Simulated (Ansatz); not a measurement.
Process, species as SMILES: F[C]=C → C=[C-]F (an electron is taken up)
B3LYP-D3(BJ)/def2-TZVP geometries, fixed; electronic energies without zero-point terms; positive where energy is released.
Largest species:
```xyz
5

C     -0.0030     0.4279    -0.0061
C      1.2000    -0.0902     0.0004
F     -1.1765    -0.1568     0.0031
H      1.3403    -1.1676     0.0158
H      2.0667     0.5527    -0.0094
```
Charge 0, spin multiplicity 2.

How fast the adiabatic electron affinity converges with the basis for several methods (Ansatz, a quantum-chemistry and plane-wave program): deviation from each method's own reference, in eV. References: HF 0.021 eV, the value in aug-pcseg-3; MP2 1.779 eV, Hartree-Fock in aug-cc-pVQZ plus the correlation part extrapolated as X^-3 from aug-cc-pVTZ and aug-cc-pVQZ; PBE 1.394 eV, the value in aug-pcseg-3; PBE0 1.242 eV, the value in aug-pcseg-3; r2SCAN 1.205 eV, the value in aug-pcseg-3. All functions are spherical. In correlated methods cores are frozen. An unrestricted Hartree-Fock determinant is markedly spin-contaminated. Open shells are unrestricted. No added dispersion term, no relativity. 

```tsv
basis	functions	HF	MP2	PBE	PBE0	r2SCAN
def2-SV(P)	46	-0.335	-1.068	-0.760	-0.575	-0.576
def2-SVP	52	-0.351	-1.032	-0.767	-0.585	-0.581
6-311++G(2d,2p)	101	0.062	-0.157	0.030	0.046	0.051
pcseg-2	118	-0.029	-0.288	-0.128	-0.079	-0.080
def2-TZVPPD	148	-0.015	-0.154	-0.051	-0.030	-0.028
cc-pVQZ	225	-0.095	-0.244	-0.225	-0.160	-0.161
def2-QZVPPD	258	-0.007	-0.083	-0.028	-0.015	-0.016
cc-pV5Z	383	-0.027	-0.093	-0.091	-0.057	-0.059
```

Mean absolute deviation over 6-311++G(2d,2p), pcseg-2, def2-TZVPPD: HF 0.035, PBE0 0.051, r2SCAN 0.053, PBE 0.070, MP2 0.199 eV.
